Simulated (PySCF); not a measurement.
System: H2Cu, doublet: collinear Cu-H-H surface. Scanned: Cu-H distance and H-H distance.

Calculation: unrestricted PBE/def2-TZVP run with PySCF 2.14.0.

Energy in kJ/mol above the lowest grid point; x is the Cu-H distance (Å), y the H-H distance (Å).

| y \ x | 1.24 | 1.34 | 1.46 | 1.58 | 1.71 | 1.85 | 2.01 | 2.19 | 2.41 | 2.70 | 3.07 | 3.58 | 4.23 |
|---|---|---|---|---|---|---|---|---|---|---|---|---|---|
| 2.15 | 227.1 | 188.6 | 173.5 | 178.3 | 196.0 | 222.1 | 255.3 | 292.1 | 331.6 | 369.7 | 397.3 | 412.7 | 456.2 |
| 1.81 | 223.3 | 184.2 | 167.8 | 171.0 | 186.2 | 209.2 | 238.0 | 269.1 | 301.3 | 332.3 | 356.1 | 371.0 | 481.1 |
| 1.55 | 212.1 | 171.5 | 152.5 | 152.3 | 163.1 | 180.6 | 202.5 | 225.6 | 248.7 | 270.3 | 286.3 | 296.4 | 300.7 |
| 1.37 | 195.3 | 152.8 | 130.8 | 126.8 | 132.9 | 145.0 | 160.6 | 177.1 | 193.4 | 208.2 | 219.0 | 225.5 | 228.3 |
| 1.22 | 174.5 | 129.8 | 104.5 | 96.7 | 98.4 | 105.6 | 116.0 | 127.2 | 138.4 | 148.6 | 155.9 | 160.4 | 162.3 |
| 1.11 | 156.4 | 109.9 | 81.9 | 71.2 | 69.6 | 73.3 | 80.0 | 87.7 | 95.6 | 102.8 | 108.1 | 111.4 | 112.8 |
| 1.02 | 141.6 | 93.4 | 63.2 | 50.0 | 45.8 | 46.7 | 50.6 | 55.7 | 61.2 | 66.4 | 70.2 | 72.6 | 73.8 |
| 0.94 | 130.4 | 80.7 | 48.5 | 33.2 | 26.7 | 25.4 | 26.9 | 29.9 | 33.5 | 37.0 | 39.7 | 41.4 | 42.4 |
| 0.87 | 124.3 | 73.2 | 39.3 | 22.3 | 13.9 | 10.7 | 10.4 | 11.7 | 13.7 | 15.9 | 17.8 | 19.1 | 19.8 |
| 0.80 | 124.5 | 72.1 | 36.5 | 17.9 | 7.8 | 2.9 | 0.9 | 0.7 | 1.3 | 2.4 | 3.5 | 4.4 | 4.9 |
| 0.74 | 133.0 | 79.5 | 42.6 | 22.7 | 11.3 | 5.1 | 1.8 | 0.4 | 0.0 | 0.2 | 0.7 | 1.2 | 1.7 |
| 0.68 | 153.4 | 98.9 | 60.9 | 39.8 | 27.2 | 19.8 | 15.3 | 12.9 | 11.6 | 11.0 | 10.9 | 11.2 | 11.5 |
| 0.63 | 183.9 | 128.5 | 89.6 | 67.8 | 54.3 | 46.0 | 40.6 | 37.4 | 35.4 | 34.2 | 33.7 | 33.8 | 34.0 |

Points that lie below all their neighbours on the grid: x = 2.41, y = 0.74 (0.0 kJ/mol).
